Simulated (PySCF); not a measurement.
# C2H3F3 (1,1,1-trifluoroethane): the cost of one run

Computed with PySCF 2.14.0, with density-fitted response routines of our own, on a single molecule in the gas phase. Atoms are numbered from 0 throughout.

## 1. Starting geometry

8 atoms, charge 0, multiplicity 1; geometry from: GFN2-xTB. The atoms were then displaced at random by about 0.01 Å, so the start is not that level's minimum.

Bonds of the start (Å): C0–C1 1.53, C1–F2 1.35, C1–F3 1.32, C1–F4 1.34, C0–H5 1.08, C0–H6 1.10, C0–H7 1.06.

## 2. Geometry optimisation at PBE0-D3(BJ)/def2-SVP

The job: settings as JSON, then the geometry in Å.

```
{"job": {"xc": "PBE0", "basis": "def2-SVP", "d3": "d3bj", "grid": 1, "shake": 0.01, "kind": "geom"}, "charge": 0, "multiplicity": 1}
C      0.829530    -0.063710    -0.074490
C     -0.696100     0.030530     0.059710
F     -1.344460    -0.240330    -1.097700
F     -1.127710    -0.832040     0.966030
F     -1.111990     1.244150     0.435800
H      1.262720     0.191200     0.878830
H      1.140730     0.685780    -0.820410
H      1.102410    -1.034710    -0.400230
```

Launch:

```console
> OMP_NUM_THREADS=1 python probes_run.py task.json out
```

One launch serves the whole session: the jobs run in the order shown.

**Question.** How long does this first job take on 1 thread of Arm Neoverse V2, shared host, and how much memory does it need?

About 18 s, with a peak of 0.37 GiB.
